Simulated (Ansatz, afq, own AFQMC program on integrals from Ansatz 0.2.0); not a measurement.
Atomization energy of AlGeH₂, doublet

```yaml
atoms:
  - { symbol: Ge, position_ang: [-0.0108, 0.0000, 0.6644] }
  - { symbol: Al, position_ang: [-0.0327, 0.0000, -1.7631] }
  - { symbol: H, position_ang: [0.8273, -1.0534, -0.3408] }
  - { symbol: H, position_ang: [0.8273, 1.0534, -0.3408] }
```

Connectivity, by distances: Ge–Al, 2 bridging H.

Atoms in their ground-state spins without spin–orbit coupling (mostly on UHF) minus the molecule (UHF), without zero-point energy. The geometry is a stationary point, not shown to be a minimum.

Basis aug-cc-pVDZ. Noble-gas cores (and the filled d shells of Ga–Kr and In–Xe) are frozen. AFQMC by an in-house program on the Cholesky factors that Ansatz 0.2.0 writes for its CCSD(T) run. The CISD trial takes its coefficients from CCSD amplitudes. Released means that phaseless walkers are propagated on without the constraint, phases kept. Uncertainties: one standard error, sampling alone. No spin–orbit coupling. The errors of all members are added in quadrature.

No full CI on the walks' own integrals is used here; CCSDT(Q) serves as the reference and is uncertain by about the last step of the cluster series. Each member takes its own surest rung, up to full CI.

The best estimate is CCSD(T) at the basis-set limit (CBS: def2-TZVPP and def2-QZVPP, with their diffuse functions for anions and beside diffuse sets, CCSD(T) itself extrapolated) plus the step from CCSD(T) to CCSDT(Q) in aug-cc-pVDZ. Rows without CBS are in aug-cc-pVDZ, the functionals in def2-TZVP; B2PLYP and the wave-function rows carry a basis error of their own. Core correlation and relativity beyond core potentials are missing, and ± holds the sampling alone.

Cautions: inner d shell frozen; no relativity below Rb; no spin-orbit coupling; AlGeH₂ (doublet): unrestricted determinant spin contaminated (⟨S²⟩ 0.85 against 0.75), the released energies are still falling, so no released level is given (meV from the phaseless value at times in 1/Eh: -2 ± 4 at 0.24, -7 ± 3 at 0.51, -14 ± 3 at 0.99, -16.4 ± 2.3 at 1.62, -18 ± 3 at 2.40), though the last usable value meets CCSDT(Q) within the noise, its ph-AFQMC/CISD value lies 18 ± 5 meV above CCSDT(Q).

Best estimate: 807.5 kJ/mol.

```
                      level  atomization energy (kJ/mol)  error against the best estimate (kJ/mol)
                         HF                        527.6                                    -279.9
                        MP2                        712.5                                     -95.0
                       CCSD                        720.9                                     -86.6
                    CCSD(T)                        736.6                                     -70.9
              ph-AFQMC/CISD                  738.7 ± 0.5                               -68.8 ± 0.5
                     HF/CBS                        546.1                                    -261.4
                    MP2/CBS                        776.4                                     -31.1
                CCSD(T)/CBS                        804.3                                      -3.2
                        PBE                        825.5                                      18.0
                     r2SCAN                        837.8                                      30.3
                       PBE0                        809.7                                       2.2
                      B3LYP                        804.6                                      -2.9
                    wB97M-V                        815.9                                       8.4
                     B2PLYP                        789.6                                     -17.9
surest rungs in aug-cc-pVDZ                        739.8                                     -67.7
```

Correlation beyond CCSD(T) adds 3.2 kJ/mol. Going to the basis-set limit adds 67.7 kJ/mol at CCSD(T). The perturbative (T) step is worth +15.7 kJ/mol. Where the cautions show a poor determinant, the low rows tell how each method copes with it, not its usual error.

Best estimates are given only where the step beyond CCSD(T) is under 0.3 eV and no member's determinant is very poor (T1 over 0.05, or 0.07 for open shells, ⟨S²⟩ too high by 0.3, two states mixed), so the hardest cases are missing from such tables.

The functionals ran in a triple-zeta set and keep a basis error of their own, a few kJ/mol for each bond in atomization energies and more for double hybrids, so close places among them and the extrapolated levels can swap.

Each member of a difference takes its own highest rung, so a best estimate needn't equal the limit plus the step of one row. A walk keeps the symmetry of its determinant, which the program's search chose and which needn't be the lowest solution, so a lower state of the same spin and another symmetry isn't excluded.
